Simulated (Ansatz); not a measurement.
The end point of a relaxation of Ta. Level of theory: PBEsol (plane waves to 420 eV, PAW, scalar-relativistic; Ansatz, a quantum-chemistry and plane-wave program).

```cif
data_Ta
_chemical_formula_sum 'Ta1'
_space_group_name_H-M_alt 'P 1'
_space_group_IT_number 1
_cell_length_a 2.84222
_cell_length_b 2.84222
_cell_length_c 2.84222
_cell_angle_alpha 109.471
_cell_angle_beta 109.471
_cell_angle_gamma 109.471
loop_
_space_group_symop_operation_xyz
  'x, y, z'
loop_
_atom_site_label
_atom_site_type_symbol
_atom_site_fract_x
_atom_site_fract_y
_atom_site_fract_z
_atom_site_occupancy
Ta1 Ta 0.00000 0.00000 0.00000 1
```

Task: Find the space group and the Wyckoff positions (tolerance 0.01 Å).

Result: Space group Im-3m (No. 229); a = 3.2819 Å, b = 3.2819 Å, c = 3.2819 Å, α = 90.00°, β = 90.00°, γ = 90.00°

| atom | site | symmetry | x | y | z |
|---|---|---|---|---|---|
| Ta | 2a | m-3m | 0.0000 | 0.0000 | 0.0000 |

This is the bcc (W type).

Task: Give the shortest distances between elements (the closest pairs, up to four, under 3.6 Å).

Result: Ta–Ta 2.84 Å.

```yaml
volume_per_atom: 17.67 Å³
band_gap: zero (metallic)
```

No spin polarisation in the result.

Measured for Ta: a 3.299 Å (static lattice; corrected from measurement; as listed in Daniel Mejia-Rodriguez, S. B. Trickey, Phys. Rev. B (2018)). Computed minus measured — a: PBEsol -0.5 %. The computed values are for a static lattice.

The run could not lose the symmetry of its start.
